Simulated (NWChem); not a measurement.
A series in which one site is exchanged, each optimised at PBE0/def2-SVP with NWChem, gas phase unless a solvent is named. For some, no frequency run checked for a minimum. def2 effective core potentials on Sb; no spin-orbit coupling.

A: [As](F)(F)F (AsF3; site = As)
B: [Sb]([F])([F])[F] (SbF₃; site = Sb)
C: [Ga]([F])([F])[F] (GaF3; site = Ga)
D: FB(F)F (BF3; site = B)

Question: Rank them by lowest singlet excitation, PBE/def2-SVPD, TDA (eV), lowest first.

Answer: C (6.35), B (6.68), A (7.54), D (9.54)
